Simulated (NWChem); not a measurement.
All runs are NWChem calculations. System: F₄Si, charge 0, spin multiplicity 1, at a geometry optimised with PBE/def2-SVP. The structure started from a generated list of species. Level: G0W0@PBE0/def2-TZVPP, RI basis def2-tzvpp-rifit.

Input file:

```
start mol
memory heap 200 mb stack 700 mb global 1700 mb
geometry units angstroms nocenter noautoz
  F      0.000000    -1.308676    -0.925386
  Si     0.000000     0.000000    -0.000001
  F      0.000000     1.308676    -0.925386
  F      1.308676     0.000000     0.925387
  F     -1.308676     0.000000     0.925387
  symmetry group C2v
end
basis spherical
  * library def2-tzvpp
end
basis "ri basis" bse spherical
  * library def2-tzvpp-rifit
end
dft
  xc pbe0
  iterations 100
  direct
  tolerances tight
end
task dft energy
gw
  method cdgw
  states alpha occ 4 vir 2
end
task dft gw
```

Output (cleaned and shortened):

```
             Northwest Computational Chemistry Package (NWChem) 7.3.0
             --------------------------------------------------------

                                NWChem Input Module
                                -------------------

 Scaling coordinates for geometry "geometry" by  1.889725989
 (inverse scale =  0.529177249)

 Turning off AUTOSYM since
 SYMMETRY directive was detected!

                             Geometry "geometry" -> ""
                             -------------------------

 Output coordinates in angstroms (scale by  1.889725989 to convert to a.u.)

  No.       Tag          Charge          X              Y              Z
 ---- ---------------- ---------- -------------- -------------- --------------
    1 F                    9.0000     0.00000000    -1.30867600    -0.92538600
    2 Si                  14.0000     0.00000000     0.00000000    -0.00000100
    3 F                    9.0000     0.00000000     1.30867600    -0.92538600
    4 F                    9.0000     1.30867600     0.00000000     0.92538700
    5 F                    9.0000    -1.30867600     0.00000000     0.92538700

 Effective nuclear repulsion energy (a.u.)     264.6586811592

            Nuclear Dipole moment (a.u.)
            ----------------------------
        X                 Y               Z
 ---------------- ---------------- ----------------
     0.0000000000     0.0000000000     0.0000075589

      Symmetry information
      --------------------

 Group name             C2v
 Group number             16
 Group order               4
 No. of unique centers     3

      Symmetry unique atoms

     1    2    4


 Summary of "ao basis" -> "" (spherical)
 ------------------------------------------------------------------------------
       Tag                 Description            Shells   Functions and Types
 ---------------- ------------------------------  ------  ---------------------
 *                         def2-tzvpp                 on all atoms

 new library libraries.bse/

 Summary of "ri basis" -> "" (spherical)
 ------------------------------------------------------------------------------
       Tag                 Description            Shells   Functions and Types
 ---------------- ------------------------------  ------  ---------------------
 *                      def2-tzvpp-rifit              on all atoms

                                 NWChem DFT Module
                                 -----------------

 Summary of "ao basis" -> "ao basis" (spherical)
 ------------------------------------------------------------------------------
       Tag                 Description            Shells   Functions and Types
 ---------------- ------------------------------  ------  ---------------------
 F                         def2-tzvpp               11       31   5s3p2d1f
 Si                        def2-tzvpp               14       42   5s5p3d1f

 Summary of "ao basis" -> "ao basis" (spherical)
 ------------------------------------------------------------------------------
       Tag                 Description            Shells   Functions and Types
 ---------------- ------------------------------  ------  ---------------------
 F                         def2-tzvpp               11       31   5s3p2d1f
 Si                        def2-tzvpp               14       42   5s5p3d1f

      Symmetry analysis of basis
      --------------------------

        a1         60
        a2         24
        b1         41
        b2         41

            General Information
            -------------------
          SCF calculation type: DFT
          Wavefunction type:  closed shell.
          No. of atoms     :     5
          No. of electrons :    50
           Alpha electrons :    25
            Beta electrons :    25
          Charge           :     0
          Spin multiplicity:     1
          Use of symmetry is: on ; symmetry adaption is: on
          Maximum number of iterations: 100
          This is a Direct SCF calculation.
          AO basis - number of functions:   166
                     number of shells:    58
          Convergence on energy requested:  1.00D-06
          Convergence on density requested:  1.00D-05
          Convergence on gradient requested:  5.00D-04

              XC Information
              --------------
                         PBE0 Method XC Functional
                     Hartree-Fock (Exact) Exchange  0.250
          PerdewBurkeErnzerhof Exchange Functional  0.750
            Perdew 1991 LDA Correlation Functional  1.000 local
           PerdewBurkeErnz. Correlation Functional  1.000 non-local

             Grid Information
             ----------------
          Grid used for XC integration:  medium
          Radial quadrature: Mura-Knowles
          Angular quadrature: Lebedev.
          Tag              B.-S. Rad. Rad. Pts. Rad. Cut. Ang. Pts.
          ---              ---------- --------- --------- ---------
          F                   0.50       49           7.0       434
          Si                  1.10       88           6.0       590
          Grid pruning is: on
          Number of quadrature shells:   186
          Spatial weights used:  Erf1

          Convergence Information
          -----------------------
          Convergence aids based upon iterative change in
          total energy or number of iterations.
          Levelshifting, if invoked, occurs when the
          HOMO/LUMO gap drops below (HL_TOL):  1.00D-02
          DIIS, if invoked, will attempt to extrapolate
          using up to (NFOCK): 10 stored Fock matrices.

[...]
 Sum of atomic energies:        -686.50772398

      Non-variational initial energy
      ------------------------------

 Total energy =    -687.188876
 1-e energy   =   -1484.369124
 2-e energy   =     532.521567
 HOMO         =      -0.655809
 LUMO         =       0.008799

      Symmetry analysis of molecular orbitals - initial
      -------------------------------------------------

  Numbering of irreducible representations:

     1 a1          2 a2          3 b1          4 b2

  Orbital symmetries:

     1 a1          2 a1          3 b2          4 a1          5 b1
     6 a1          7 a1          8 b2          9 b1         10 a1
    11 a1         12 b2         13 b1         14 a1         15 a1
    16 b2         17 b1         18 a1         19 a2         20 a1
    21 b2         22 b1         23 a2         24 b2         25 b1
    26 a1         27 b1         28 b2         29 a1         30 a1
    31 b1         32 a1         33 b2         34 b1         35 b2

   convergence    iter        energy       DeltaE   RMS-Dens  Diis-err    time
 ---------------- ----- ----------------- --------- --------- ---------  ------
 d= 0,ls=0.0,diis     1   -688.7029692870 -9.53D+02  6.57D-03  1.57D+00     3.3
 d= 0,ls=0.0,diis     2   -688.6581764547  4.48D-02  3.48D-03  2.38D+00     5.4
 d= 0,ls=0.0,diis     3   -688.8297137743 -1.72D-01  3.96D-04  3.48D-02     7.3
 d= 0,ls=0.0,diis     4   -688.8316961229 -1.98D-03  1.42D-04  2.08D-03     9.1
 d= 0,ls=0.0,diis     5   -688.8318547272 -1.59D-04  4.94D-06  1.29D-05    11.0
 d= 0,ls=0.0,diis     6   -688.8318553749 -6.48D-07  7.55D-07  1.43D-07    12.8

         Total DFT energy =     -688.831855374856
      One electron energy =    -1485.631434130703
           Coulomb energy =      594.619300264173
    Exchange-Corr. energy =      -62.478402667559
 Nuclear repulsion energy =      264.658681159232

 Numeric. integr. density =       49.999995193130

     Total iterative time =     11.8s

                  Occupations of the irreducible representations
                  ----------------------------------------------

                     irrep           alpha         beta
                     --------     --------     --------
                     a1               11.0         11.0
                     a2                2.0          2.0
                     b1                6.0          6.0
                     b2                6.0          6.0

                       DFT Final Molecular Orbital Analysis
                       ------------------------------------

 Vector   23  Occ=2.000000D+00  E=-4.687820D-01  Symmetry=a2
              MO Center= -5.0D-09, -1.2D-09,  1.4D-05, r^2= 3.0D+00
   Bfn.  Coefficient  Atom+Function         Bfn.  Coefficient  Atom+Function
  ----- ------------  ---------------      ----- ------------  ---------------
     6      0.256702  1 F  px                79     -0.256702  3 F  px
   111      0.256705  4 F  py               142     -0.256705  5 F  py
     9      0.212024  1 F  px                82     -0.212024  3 F  px
   114      0.212027  4 F  py               145     -0.212027  5 F  py
    12      0.133237  1 F  px                85     -0.133237  3 F  px

 Vector   24  Occ=2.000000D+00  E=-4.687819D-01  Symmetry=b2
              MO Center=  5.0D-09, -6.8D-15, -4.5D-01, r^2= 2.8D+00
   Bfn.  Coefficient  Atom+Function         Bfn.  Coefficient  Atom+Function
  ----- ------------  ---------------      ----- ------------  ---------------
     8      0.256702  1 F  pz                81     -0.256702  3 F  pz
    11      0.212025  1 F  pz                84     -0.212025  3 F  pz
     7     -0.181521  1 F  py                80     -0.181521  3 F  py
   111      0.181515  4 F  py               142      0.181515  5 F  py
    10     -0.149928  1 F  py                83     -0.149928  3 F  py

 Vector   25  Occ=2.000000D+00  E=-4.687816D-01  Symmetry=b1
              MO Center=  3.3D-14,  1.2D-09,  4.5D-01, r^2= 2.8D+00
   Bfn.  Coefficient  Atom+Function         Bfn.  Coefficient  Atom+Function
  ----- ------------  ---------------      ----- ------------  ---------------
   112      0.256702  4 F  pz               143     -0.256702  5 F  pz
   115      0.212025  4 F  pz               146     -0.212025  5 F  pz
     6      0.181511  1 F  px                79      0.181511  3 F  px
   110     -0.181524  4 F  px               141     -0.181524  5 F  px
     9      0.149920  1 F  px                82      0.149920  3 F  px

 Vector   26  Occ=0.000000D+00  E=-8.097438D-04  Symmetry=a1
              MO Center=  1.0D-14,  1.8D-15, -5.0D-06, r^2= 3.5D+00
   Bfn.  Coefficient  Atom+Function         Bfn.  Coefficient  Atom+Function
  ----- ------------  ---------------      ----- ------------  ---------------
    36      1.791359  2 Si s                  5     -0.433483  1 F  s
    78     -0.433483  3 F  s                109     -0.433481  4 F  s
   140     -0.433481  5 F  s                 35      0.362806  2 Si s
    34     -0.281335  2 Si s                 13     -0.185721  1 F  py
    86      0.185721  3 F  py               116      0.185721  4 F  px

 Vector   27  Occ=0.000000D+00  E= 7.666007D-02  Symmetry=b1
              MO Center=  2.3D-10, -9.4D-15, -3.1D-01, r^2= 4.8D+00
   Bfn.  Coefficient  Atom+Function         Bfn.  Coefficient  Atom+Function
  ----- ------------  ---------------      ----- ------------  ---------------
    49      1.210629  2 Si px               109     -0.421956  4 F  s
   140      0.421956  5 F  s                 46      0.308522  2 Si px
    12     -0.192853  1 F  px                85     -0.192853  3 F  px
     6     -0.150802  1 F  px                79     -0.150802  3 F  px
   118      0.134789  4 F  pz               149     -0.134789  5 F  pz

 Vector   28  Occ=0.000000D+00  E= 7.666040D-02  Symmetry=b2
              MO Center=  6.7D-15, -2.8D-10,  3.1D-01, r^2= 4.8D+00
   Bfn.  Coefficient  Atom+Function         Bfn.  Coefficient  Atom+Function
  ----- ------------  ---------------      ----- ------------  ---------------
    50      1.210633  2 Si py                 5      0.421960  1 F  s
    78     -0.421960  3 F  s                 47      0.308522  2 Si py
   117     -0.192852  4 F  py               148     -0.192852  5 F  py
   111     -0.150802  4 F  py               142     -0.150802  5 F  py
    14      0.134789  1 F  pz                87     -0.134789  3 F  pz

 center of mass
 --------------
 x =   0.00000000 y =   0.00000000 z =   0.00000018

 moments of inertia (a.u.)
 ------------------
         464.777382080897           0.000000000000           0.000000000000
           0.000000000000         464.777382080897           0.000000000000
           0.000000000000           0.000000000000         464.770940137686

     Multipole analysis of the density
     ---------------------------------

     L   x y z        total         alpha         beta         nuclear
     -   - - -        -----         -----         ----         -------
     0   0 0 0      0.000000    -25.000000    -25.000000     50.000000

     1   1 0 0      0.000000      0.000000      0.000000      0.000000
     1   0 1 0      0.000000      0.000000      0.000000      0.000000
     1   0 0 1     -0.000007     -0.000007     -0.000007      0.000008

     2   2 0 0    -24.238046    -67.162322    -67.162322    110.086598
     2   1 1 0     -0.000000     -0.000000     -0.000000      0.000000
     2   1 0 1      0.000000      0.000000      0.000000      0.000000
     2   0 2 0    -24.238034    -67.162316    -67.162316    110.086598
     2   0 1 1      0.000000      0.000000      0.000000      0.000000
     2   0 0 2    -24.238130    -67.163890    -67.163890    110.089650

 Task  times  cpu:       12.8s     wall:       12.8s

                                NWChem Input Module
                                -------------------

                                 NWChem GW Module
                                 ----------------

                             ***********************
                             ***        GW       ***
                             ***********************

 Summary of "ri basis" -> "ri basis" (spherical)
 ------------------------------------------------------------------------------
       Tag                 Description            Shells   Functions and Types
 ---------------- ------------------------------  ------  ---------------------
 F                      def2-tzvpp-rifit            22       76   8s6p4d3f1g
 Si                     def2-tzvpp-rifit            33      123   11s8p7d5f2g

                 Memory Information
                 ------------------
          Available GA per process is          1699.8 MBs
          Available stack per process is        700.0 MBs
          Available heap per process is           0.0 MBs

          Peak memory in Initialization
              Peak GA per process is                 16.2 MBs
              Peak stack per process is               0.3 MBs
              Peak heap per process is               16.8 MBs
              Memory not in MA per process            0.0 MBs

          Peak memory in CDGW Calculation
              Peak GA per process is                 19.2 MBs
              Peak stack per process is               2.8 MBs
              Peak heap per process is                3.4 MBs
              Memory not in MA per process            0.0 MBs

          Computing 2-center integrals
          Computing Inverse Cholesky factor
          Computing 3-center integrals
          Computing Vxc

          Computing Sigma_x
          Computing W(iw) on the imaginary grid
          Solving quasiparticle equations

                  Alpha Orbitals
          State     Energy (eV)     Error (eV)
          -----------------------------------
@GW        22        -16.666           0.002
@GW        23        -15.737           0.002
@GW        24        -15.737           0.002
@GW        25        -15.737           0.002
@GW        26          2.544           0.002
@GW        27          4.372           0.002

     GW Timing Statistics
   ------------------------
   Init.   :          0.1s
     ERIs  :          3.1s
     Distr.:          0.0s
     Vxc   :          2.0s
   Vmo     :          0.0s
   iW      :          6.3s
   I_n     :          0.0s
   R_n     :          0.7s
   GW total:         12.3s

 Task  times  cpu:       12.3s     wall:       12.3s

 Total times  cpu:       25.1s     wall:       25.1s
```
